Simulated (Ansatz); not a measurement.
Geometry optimisation, RKS PBE0-D4/6-31G* (Ansatz).

The input (input.yaml):

```yaml
crystal:
  periodic: [false, false, false]
  atoms:
    - { symbol: Si, position_ang: [-0.143671, 0.142781, 0.224617] }
    - { symbol: O, position_ang: [0.011507, -0.023349, 1.880305] }
    - { symbol: C, position_ang: [-1.139177, -0.211728, 2.672286] }
    - { symbol: H, position_ang: [-1.746174, -1.057564, 2.316616] }
    - { symbol: H, position_ang: [-0.814537, -0.430225, 3.694874] }
    - { symbol: H, position_ang: [-1.77155, 0.688597, 2.692279] }
    - { symbol: H, position_ang: [1.214581, 0.328591, -0.33789] }
    - { symbol: H, position_ang: [-0.980324, 1.339794, -0.091856] }
    - { symbol: H, position_ang: [-0.807418, -1.044175, -0.388479] }
    - { symbol: H, position_ang: [1.302577, -2.061699, 0.650183] }
    - { symbol: H, position_ang: [1.199185, -1.803022, 1.303465] }
basis:
  gaussian: { orbitals: "6-31G*" }
hamiltonian:
  xc: pbe0
  dispersion: d4
relax:
  f_tol: 0.03
  max_steps: 50
```

Command:

```bash
$ ansatz run input.yaml --threads 1 --pin off --max-ram 2048MiB --backend cpu --events-out ev --progress --plain --runs-dir out
```

Problem. Where does it end, and by what steps?

Solution. The forces met the threshold. The force dipped under the threshold on the way, but the program's further checks kept it going. After 28 steps the energy has fallen by 0.174 eV; H10 moved furthest, 1.80 Å.

```csv
step,energy less start (eV),largest force component (eV/Å),accepted
0,0.0000,1.255,yes
1,-0.0972,0.212,yes
2,-0.1335,0.220,yes
3,-0.1503,0.216,yes
4,-0.1447,0.486,no
5,-0.1536,0.091,yes
6,-0.1577,0.042,yes
7,-0.1597,0.152,yes
8,-0.1611,0.151,yes
9,-0.1629,0.123,yes
10,-0.1641,0.142,yes
11,-0.1650,0.149,yes
12,-0.1659,0.144,yes
13,-0.1669,0.131,yes
14,-0.1677,0.128,yes
15,-0.1683,0.115,yes
16,-0.1691,0.110,yes
17,-0.1696,0.115,yes
18,-0.1700,0.073,yes
19,-0.1706,0.063,yes
20,-0.1712,0.076,yes
21,-0.1715,0.061,yes
22,-0.1722,0.025,yes
23,-0.1724,0.083,yes
24,-0.1729,0.040,yes
25,-0.1732,0.017,yes
26,-0.1734,0.023,yes
27,-0.1728,0.110,no
28,-0.1737,0.023,yes
```

```xyz
11
Properties=species:S:1:pos:R:3
Si -0.483 0.525 -0.025
O -0.073 -0.296 1.358
C -1.019 -0.469 2.391
H -1.911 -1.009 2.039
H -0.550 -1.058 3.184
H -1.338 0.495 2.813
H 0.727 0.530 -0.884
H -0.899 1.927 0.283
H -1.616 -0.144 -0.735
H 1.936 -2.595 2.253
H 1.552 -2.037 1.941
```

Whether the end is a true minimum wasn't checked by a vibrational analysis.

Run time: 61 s on 1 thread of Arm Neoverse V2 (shared host), peak memory 0.14 GiB.
